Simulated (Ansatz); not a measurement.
**CHBSi (singlet): from Hartree-Fock to the top rungs at a displaced geometry (v1), cc-pVDZ**

The task here is to estimate one member of a computed series from the others.

Method: cc-pVDZ, core rule «outside noble gas», up to 7 orbitals frozen; program: Ansatz 0.2.0, Gaussian basis.

To be run: UHF; CCSD(T) on RHF; CCSD(T) on UHF; BCCD(T) on RHF; CISD; CCSDT(Q) on RHF; CCSDT(Q) on UHF; CASSCF and MRCISD+Q, 8 electrons in 8 orbitals; CASSCF and MRCISD+Q(relaxed), 8 electrons in 8 orbitals; CASSCF and NEVPT2, 8 electrons in 8 orbitals.

14 further runs of the same task are left out: 5 that didn't finish, 9 set aside as unsound or not needed.

**The geometry**

The geometry is a PBE0/def2-TZVP stationary point (not a proven minimum) with its atoms shifted at random (size 0.040 Å).

4 atoms, charge 0, spin multiplicity 1.

Atoms are counted from 1 here; the program's logs count them from 0.

Bond lengths: C1–B2 1.349 Å, C1–H4 1.050 Å, B2–Si3 1.892 Å. Angles: B2–C1–H4 176.5°, C1–B2–Si3 177.1°.

Set-up of the first run:

File in.yaml:

```yaml
crystal:
  periodic: [false, false, false]
  atoms:
    - {symbol: C, position_ang: [0.002337, -0.001845, 0.884921]}
    - {symbol: B, position_ang: [0.001504, -0.017987, -0.464132]}
    - {symbol: Si, position_ang: [0.049468, 0.041323, -2.354245]}
    - {symbol: H, position_ang: [-0.053309, -0.021491, 1.933457]}
basis:
  gaussian: {orbitals: cc-pVDZ}
magnetization: {spin_polarized: true, initial_magnetization: 0}
hamiltonian: {xc: hf}
output: {orbitals: {seedname: orbitals}}
```

Command:

```bash
$ ansatz run in.yaml --threads 1 --pin off --events-out ev --progress --plain --max-ram 2393MiB
```

Steps of the session up to this table: UHF; CCSD(T) on RHF; CCSD(T) on UHF; BCCD(T) on RHF; CISD; CCSDT(Q) on RHF; CCSDT(Q) on UHF; CASSCF and MRCISD+Q, 8 electrons in 8 orbitals; CASSCF and MRCISD+Q(relaxed), 8 electrons in 8 orbitals; CASSCF and NEVPT2, 8 electrons in 8 orbitals.

One of the session's tables, all rows but one given; the rest of the session is left out.

It belongs to the step «Misses and costs». 

| method | from RCCSDT(Q) (meV) |
| --- | --- |
| RHF | +9704.2 |
| UHF | +8600.0 |
| RMP2 | +1260.7 |
| UMP2 | +2440.7 |
| CISD | +1929.3 |
| RCCSD | +855.6 |
| UCCSD | +844.2 |
| RCCSD(T) | +145.6 |
| UCCSD(T) | +343.0 |
| BCCD(T) | +146.4 |
| RCCSDT | ? |
| UCCSDT | +147.0 |
| RCCSDT(Q) | 0 |
| UCCSDT(Q) | +13.9 |

**Question.** Estimate the row for RCCSDT.

**Answer.** from RCCSDT(Q) (meV): +137.0. In the column «from RCCSDT(Q) (meV)» it lies between UCCSDT(Q) (+13.9) and RCCSD(T) (+145.6).

Left out of the table: CASSCF frontier, NEVPT2 frontier, MRCISD frontier, MRCISD+Q frontier (the active space lost an orbital or holds another state than full CI finds).

Caveats from the session: The determinant is far from a pure spin state, so its energy mixes those of several spin states (harmless only where they are near-degenerate, as at dissociation). Left out of the table: MRCISD+Q(relaxed) frontier (another determinant or state than the rows shown). The program flags UCCSD(T) as in doubt, so those rows may rest on another solution; read them beside their warnings. Warnings: restricted reference is unstable; spin contamination; large T1 diagnostic. Restricted and unrestricted rows rest on different reference determinants; where their highest levels disagree by more than a few hundredths of an eV, they describe different states and don't form one ladder. Warnings in the runs' records: passed over end.
